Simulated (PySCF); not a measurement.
Work out the structure from these simulated measurements.

Elements present: C, F and H. Monoisotopic mass: 102.0093 u.

| Item | Value |
| --- | --- |
| Rotational structure | rotational constants A, B, C: 5.388, 2.762, 2.723 GHz [GFN2-xTB] |
| Dipole | 2.05 D [PBE0/pcSseg-1] |
| 1H NMR | chemical shifts (computed TMS as zero) by class: 4.91 (2 H) ppm [GIAO PBE0/pcSseg-1] |
| NMR, other nuclei | isotropic shieldings of nuclei other than C and H, by class: 264 (3 F), 441 (1 F) ppm [GIAO PBE0/pcSseg-1] |
| 13C NMR | chemical shifts (computed TMS as zero) by class: 131.4 (1 C), 83.9 (1 C) ppm [GIAO PBE0/pcSseg-1] |
| Couplings | largest of the computed one-bond spin–spin couplings (means over like bonds): 19F–13C -350.1 (×3), 19F–13C -246.9, 13C–1H +160.3 (×2), 13C–13C +72.7 Hz [B3LYP/pcJ-1] |

Gas-phase values; electronic properties from PySCF, density fitting. Levels stand in brackets. Isolated species at its GFN2-xTB geometry, gas phase. NMR classes are plain means over equivalent atoms (diastereotopic ones count apart unless rotation or inversion swaps them), as if these changed places fast.

Problem. Which formula fits the mass and the elements?

Solution. C2H2F4 (calculated 102.0093). No other formula that holds each of these elements comes within 0.0003 u with a fitting electron parity and a possible valence count.

Problem. What is the compound? Reason from the data.

Solution. Numbering: `[F:1][CH2:2][C:3]([F:4])([F:5])[F:6]`. Its formula, C2H2F4, gives 0 degrees of unsaturation, so no ring and no π bond. 2 carbons fall into 2 classes; from least to most shielded: CF3 carbon [C3] (131.4 ppm), sp3 C–F carbon [C2] (83.9 ppm). All hydrogens form one class (4.91 ppm): methylene hydrogen. The other shieldings belong to: 264 ppm, fluorine of a CF3 group [F4/F5/F6]; 441 ppm, alkyl fluorine [F1]. The couplings run between: -350.1 Hz, fluorine of a CF3 group [F4] and CF3 carbon [C3] (with 2 like pairs); -246.9 Hz, alkyl fluorine [F1] and sp3 C–F carbon [C2]; +160.3 Hz, sp3 C–F carbon [C2] and its hydrogen (with 1 like pair); +72.7 Hz, sp3 C–F carbon [C2] and CF3 carbon [C3]. The optimised geometry has point group Cs and is an asymmetric top. Structure: 1,1,1,2-tetrafluoroethane (`FCC(F)(F)F`). Computed isomers that give other values at the same levels: `FC(F)C(F)F` (smallest rotational constant: 2.044 GHz; this holds for the one conformer computed). The assignments are read from this structure; whether some other isomer fits the data as well wasn't checked.

Shape of the structure used: `[F:1][CH2:2][C:3]([F:4])([F:5])[F:6]`: F1–C2–C3–F4 61°.
